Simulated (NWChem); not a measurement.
System: O, triplet

Input file for NWChem:

```
start job
memory heap 200 mb stack 900 mb global 1100 mb
geometry units angstroms noautoz
  O      0.000000     0.000000     0.000000
end
basis spherical
  * library def2-tzvp
end
dft
  odft
  mult 3
  xc mpw1k
  iterations 150
  mulliken
end
task dft energy
```

Parts of the log:

```
             Northwest Computational Chemistry Package (NWChem) 7.3.0
             --------------------------------------------------------

                             Geometry "geometry" -> ""
                             -------------------------

 Output coordinates in angstroms (scale by  1.889725989 to convert to a.u.)

  No.       Tag          Charge          X              Y              Z
 ---- ---------------- ---------- -------------- -------------- --------------
    1 O                    8.0000     0.00000000     0.00000000     0.00000000

 Effective nuclear repulsion energy (a.u.)       0.0000000000

                                 NWChem DFT Module
                                 -----------------

 Summary of "ao basis" -> "ao basis" (spherical)
 ------------------------------------------------------------------------------
       Tag                 Description            Shells   Functions and Types
 ---------------- ------------------------------  ------  ---------------------
 O                         def2-tzvp                11       31   5s3p2d1f

            General Information
            -------------------
          SCF calculation type: DFT
          Wavefunction type:  spin polarized.
          No. of atoms     :     1
          No. of electrons :     8
           Alpha electrons :     5
            Beta electrons :     3
          Charge           :     0
          Spin multiplicity:     3
          Use of symmetry is: off; symmetry adaption is: off
          Maximum number of iterations: 150
          AO basis - number of functions:    31
                     number of shells:    11
          Convergence on energy requested:  1.00D-06
          Convergence on density requested:  1.00D-05
          Convergence on gradient requested:  5.00D-04

              XC Information
              --------------
                        MPW1K Method XC Functional
                     Hartree-Fock (Exact) Exchange  0.428
                        mPW91  Exchange Functional  0.572
                Perdew 1991 Correlation Functional  1.000 non-local
            Perdew 1991 LDA Correlation Functional  1.000 local

             Grid Information
             ----------------
          Grid used for XC integration:  medium
          Radial quadrature: Mura-Knowles
          Angular quadrature: Lebedev.
          Tag              B.-S. Rad. Rad. Pts. Rad. Cut. Ang. Pts.
          ---              ---------- --------- --------- ---------
          O                   0.60       49           4.0       434
          Grid pruning is: on
          Number of quadrature shells:    49
          Spatial weights used:  Erf1

      Superposition of Atomic Density Guess
      -------------------------------------

 Sum of atomic energies:         -74.78430725

      Non-variational initial energy
      ------------------------------

 Total energy =     -74.282230
 1-e energy   =    -103.235260
 2-e energy   =      28.953029
 HOMO         =      -0.375163
 LUMO         =      -0.375163

     ---------------------------------------------
      Total Density - Mulliken Population Analysis
     ---------------------------------------------

    Atom       Charge   Shell Charges
 -----------   ------   -------------------------------------------------------
    1 O    8     8.00   0.80  1.18  0.65  1.03  0.35  1.52  1.58  0.89 -0.00  0.00 -0.00

     --------------------------------------------
      Spin Density - Mulliken Population Analysis
     --------------------------------------------

    Atom       Charge   Shell Charges
 -----------   ------   -------------------------------------------------------
    1 O    8     2.00   0.00  0.00  0.00  0.00  0.00  0.76  0.79  0.45 -0.00  0.00 -0.00

   convergence    iter        energy       DeltaE   RMS-Dens  Diis-err
 ---------------- ----- ----------------- --------- --------- ---------
 d= 0,ls=0.0,diis     1    -75.0474408524 -7.50D+01  6.30D-03  1.19D-01
                                                     2.45D-03  3.29D-02
 d= 0,ls=0.0,diis     2    -75.0682411783 -2.08D-02  1.83D-03  2.53D-02
                                                     2.03D-03  2.31D-02
 d= 0,ls=0.0,diis     3    -75.0758191336 -7.58D-03  4.15D-04  4.88D-04
                                                     3.04D-04  1.23D-04
 d= 0,ls=0.0,diis     4    -75.0760135243 -1.94D-04  8.55D-05  9.35D-06
                                                     1.07D-04  1.02D-05
 d= 0,ls=0.0,diis     5    -75.0760233474 -9.82D-06  1.45D-05  2.17D-07
                                                     2.24D-05  4.12D-07
 d= 0,ls=0.0,diis     6    -75.0760236800 -3.33D-07  2.56D-06  6.88D-09
                                                     1.92D-06  1.98D-09

         Total DFT energy =      -75.076023680017
      One electron energy =     -103.280822004127
           Coulomb energy =       36.675866831707
    Exchange-Corr. energy =       -8.471068507596
 Nuclear repulsion energy =        0.000000000000

 Numeric. integr. density =        7.999999875453

                    DFT Final Alpha Molecular Orbital Analysis
                    ------------------------------------------

 Vector    3  Occ=1.000000D+00  E=-5.411178D-01
              MO Center=  2.4D-15, -2.6D-15, -2.6D-15, r^2= 5.2D-01
   Bfn.  Coefficient  Atom+Function         Bfn.  Coefficient  Atom+Function
  ----- ------------  ---------------      ----- ------------  ---------------
     8     -0.319478  1 O  pz                 6      0.299029  1 O  px
     7     -0.287371  1 O  py                11     -0.271623  1 O  pz
     9      0.254236  1 O  px                10     -0.244325  1 O  py
    14     -0.137233  1 O  pz                12      0.128449  1 O  px
    13     -0.123442  1 O  py

 Vector    4  Occ=1.000000D+00  E=-5.411178D-01
              MO Center= -1.6D-16, -9.3D-16,  3.1D-16, r^2= 5.2D-01
   Bfn.  Coefficient  Atom+Function         Bfn.  Coefficient  Atom+Function
  ----- ------------  ---------------      ----- ------------  ---------------
     7      0.406446  1 O  py                10      0.345563  1 O  py
     8     -0.327422  1 O  pz                11     -0.278377  1 O  pz
    13      0.174590  1 O  py                14     -0.140646  1 O  pz
     6      0.040787  1 O  px                 9      0.034677  1 O  px

 Vector    5  Occ=1.000000D+00  E=-4.555540D-01
              MO Center=  1.6D-15,  2.8D-16,  1.6D-16, r^2= 5.7D-01
   Bfn.  Coefficient  Atom+Function         Bfn.  Coefficient  Atom+Function
  ----- ------------  ---------------      ----- ------------  ---------------
     6      0.415652  1 O  px                 9      0.350479  1 O  px
     8      0.247339  1 O  pz                12      0.217111  1 O  px
    11      0.208557  1 O  pz                 7      0.157540  1 O  py
    10      0.132838  1 O  py                14      0.129195  1 O  pz
    13      0.082289  1 O  py

 Vector    6  Occ=0.000000D+00  E= 3.638637D-01
              MO Center=  2.8D-14, -6.0D-14, -1.7D-14, r^2= 2.0D+00
   Bfn.  Coefficient  Atom+Function         Bfn.  Coefficient  Atom+Function
  ----- ------------  ---------------      ----- ------------  ---------------
     5      2.008919  1 O  s                  4     -1.805446  1 O  s
     2      0.118283  1 O  s                  3      0.063740  1 O  s
     1      0.055761  1 O  s

 Vector    7  Occ=0.000000D+00  E= 4.250896D-01
              MO Center= -5.9D-15,  4.9D-14, -2.1D-14, r^2= 2.3D+00
   Bfn.  Coefficient  Atom+Function         Bfn.  Coefficient  Atom+Function
  ----- ------------  ---------------      ----- ------------  ---------------
    13      1.144696  1 O  py                10     -0.581005  1 O  py
    14     -0.489456  1 O  pz                 7     -0.256005  1 O  py
    11      0.248430  1 O  pz                12     -0.142604  1 O  px
     8      0.109464  1 O  pz                 9      0.072380  1 O  px
     6      0.031893  1 O  px

 Vector    8  Occ=0.000000D+00  E= 4.250896D-01
              MO Center= -2.6D-14,  1.2D-14,  3.7D-14, r^2= 2.3D+00
   Bfn.  Coefficient  Atom+Function         Bfn.  Coefficient  Atom+Function
  ----- ------------  ---------------      ----- ------------  ---------------
    14      0.979504  1 O  pz                12     -0.708171  1 O  px
    11     -0.497160  1 O  pz                 9      0.359441  1 O  px
    13      0.330600  1 O  py                 8     -0.219061  1 O  pz
    10     -0.167800  1 O  py                 6      0.158379  1 O  px
     7     -0.073937  1 O  py

                     DFT Final Beta Molecular Orbital Analysis
                     -----------------------------------------

 Vector    1  Occ=1.000000D+00  E=-1.962735D+01
              MO Center=  1.7D-17, -2.2D-17, -1.9D-18, r^2= 1.5D-02
   Bfn.  Coefficient  Atom+Function         Bfn.  Coefficient  Atom+Function
  ----- ------------  ---------------      ----- ------------  ---------------
     2      0.641094  1 O  s                  1      0.436156  1 O  s
     3      0.025167  1 O  s

 Vector    2  Occ=1.000000D+00  E=-9.332265D-01
              MO Center=  9.5D-15, -1.1D-14, -1.2D-15, r^2= 4.6D-01
   Bfn.  Coefficient  Atom+Function         Bfn.  Coefficient  Atom+Function
  ----- ------------  ---------------      ----- ------------  ---------------
     4      0.519708  1 O  s                  3      0.374898  1 O  s
     2     -0.254335  1 O  s                  5      0.242042  1 O  s
     1     -0.106826  1 O  s

 Vector    3  Occ=1.000000D+00  E=-3.981719D-01
              MO Center= -3.1D-15, -2.9D-15, -3.2D-15, r^2= 6.1D-01
   Bfn.  Coefficient  Atom+Function         Bfn.  Coefficient  Atom+Function
  ----- ------------  ---------------      ----- ------------  ---------------
     6      0.402544  1 O  px                 9      0.340434  1 O  px
    12      0.246097  1 O  px                 8      0.239542  1 O  pz
    11      0.202581  1 O  pz                 7      0.152577  1 O  py
    14      0.146444  1 O  pz                10      0.129033  1 O  py
    13      0.093277  1 O  py

 Vector    4  Occ=0.000000D+00  E=-9.920422D-02
              MO Center=  8.0D-16,  7.5D-15, -6.4D-15, r^2= 8.0D-01
   Bfn.  Coefficient  Atom+Function         Bfn.  Coefficient  Atom+Function
  ----- ------------  ---------------      ----- ------------  ---------------
    13      0.383472  1 O  py                 7      0.378524  1 O  py
    10      0.316018  1 O  py                14     -0.207471  1 O  pz
     8     -0.204793  1 O  pz                11     -0.170976  1 O  pz

 Vector    5  Occ=0.000000D+00  E=-9.920252D-02
              MO Center= -6.4D-15,  2.7D-15,  8.7D-15, r^2= 8.0D-01
   Bfn.  Coefficient  Atom+Function         Bfn.  Coefficient  Atom+Function
  ----- ------------  ---------------      ----- ------------  ---------------
    14      0.320116  1 O  pz                 8      0.315984  1 O  pz
    11      0.263806  1 O  pz                12     -0.250713  1 O  px
     6     -0.247474  1 O  px                 9     -0.206611  1 O  px
    13      0.158883  1 O  py                 7      0.156832  1 O  py
    10      0.130935  1 O  py

 Vector    6  Occ=0.000000D+00  E= 4.055933D-01
              MO Center=  3.4D-14, -6.3D-14, -1.8D-14, r^2= 2.0D+00
   Bfn.  Coefficient  Atom+Function         Bfn.  Coefficient  Atom+Function
  ----- ------------  ---------------      ----- ------------  ---------------
     5     -2.027616  1 O  s                  4      1.889142  1 O  s
     2     -0.119105  1 O  s                  3     -0.099154  1 O  s
     1     -0.057265  1 O  s

     ---------------------------------------------
      Total Density - Mulliken Population Analysis
     ---------------------------------------------

    Atom       Charge   Shell Charges
 -----------   ------   -------------------------------------------------------
    1 O    8     8.00   0.80  1.18  0.65  1.01  0.36  1.71  1.60  0.69  0.00  0.00  0.00

     --------------------------------------------
      Spin Density - Mulliken Population Analysis
     --------------------------------------------

    Atom       Charge   Shell Charges
 -----------   ------   -------------------------------------------------------
    1 O    8     2.00  -0.00 -0.00  0.03  0.02 -0.05  0.91  0.83  0.26  0.00  0.00  0.00

     -------------------------------------------
      Total Density - Lowdin Population Analysis
     -------------------------------------------

    Atom       Charge   Shell Charges
 -----------   ------   -------------------------------------------------------
    1 O    8     8.00   0.88  1.09  0.66  0.86  0.51  1.63  1.63  0.74  0.00  0.00  0.00

     ------------------------------------------
      Spin Density - Lowdin Population Analysis
     ------------------------------------------

    Atom       Charge   Shell Charges
 -----------   ------   -------------------------------------------------------
    1 O    8     2.00   0.00  0.00  0.02  0.01 -0.03  0.87  0.82  0.31  0.00  0.00  0.00

   alpha - beta orbital overlaps
   -----------------------------

   alpha      1      2      3      4      5      6      7      8      9     10
    beta      1      2      5      4      3      6      8      9      7     13
 overlap   1.000  0.999  0.958  0.958  0.999  0.999  0.976  0.976  0.999  0.993

   alpha     11     12     13     14     15     16     17     18     19     20
    beta     14     11     10     12     17     16     15     18     24     25
 overlap   0.993  0.998  0.998  0.999  0.983  0.983  1.000  1.000  0.979  0.979

   alpha     21     22     23     24     25     26     27     28     29     30
    beta     20     19     22     23     21     30     29     27     26     28
 overlap   0.998  0.998  0.865  0.865  1.000  0.995  0.995  0.886  0.886  1.000

   alpha     31
    beta     31
 overlap   1.000

     --------------------------
     Expectation value of S2:
     --------------------------
      <S2> =      2.0040 (Exact =     2.0000)
```

Level: MPW1K/def2-TZVP, spin-unrestricted. The open p shell is one determinant without spherical averaging. No stability test was run on the SCF state.
